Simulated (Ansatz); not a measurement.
**Pulling the pair apart**

The pair of CH4 (SMILES C, atoms 1–5) and CH4 (SMILES C, atoms 6–10), both closed shells, in one local arrangement (a lower one may exist), relaxed at PBE0-D4/def2-TZVP:

```csv
atom,x (Å),y (Å),z (Å)
C1,0.1757,-0.0951,-1.9091
H2,-0.5040,0.7339,-1.7136
H3,-0.3321,-1.0366,-1.7011
H4,1.0508,-0.0055,-1.2662
H5,0.4861,-0.0726,-2.9534
C6,-0.1755,0.0951,1.9091
H7,-0.6603,0.1041,2.8850
H8,-0.4359,1.0024,1.3647
H9,-0.5099,-0.7742,1.3437
H10,0.9052,0.0486,2.0409
```

CH4 is shifted rigidly along the line between the mean atom positions of the two fragments (negative: closer). Counterpoise interaction energies in kJ/mol. Program: Ansatz 0.2.0. Basis: def2-TZVPPD. Cores are frozen in the correlated methods.

| shift (Å) | MP2 | PBE0-D4 | PBE-D4 |
| --- | --- | --- | --- |
| -0.38 | -0.5 | -1.0 | -1.4 |
| -0.19 | -1.4 | -2.0 | -2.4 |
| 0.00 | -1.6 | -2.2 | -2.6 |
| 0.19 | -1.5 | -2.1 | -2.4 |
| 0.46 | -1.2 | -1.7 | -1.9 |
| 0.96 | -0.7 | -0.9 | -1.1 |
| 1.92 | -0.2 | -0.3 | -0.3 |
| 3.84 | 0.0 | 0.0 | 0.0 |

(1) What does CCSD(T) give at these shifts? (Judge from chemistry; the value comes from the calculation.)

T1 diagnostic: at most 0.008.

## Answers

(1) By the calculation: -0.7, -1.5, -1.7, -1.5, -1.2, -0.7, -0.2, 0.0 kJ/mol. For zero shift, CCSD(T) at an estimated basis limit (MP2 extrapolated from triple and quadruple zeta, plus CCSD(T) − MP2 in triple zeta) gives -1.9 kJ/mol. These are counterpoise interaction energies, counted from the two frozen fragments.

For scale, one of the runs: CCSD(T)/def2-TZVPPD, 210 basis functions, launched by `ansatz run in.yaml --threads 2 --pin off --events-out ev --progress --plain --max-ram 5222MiB`. The run took 49 s on 2 CPU threads of an Arm Neoverse V1 (shared host), with 2.9 GiB of host memory at its peak.
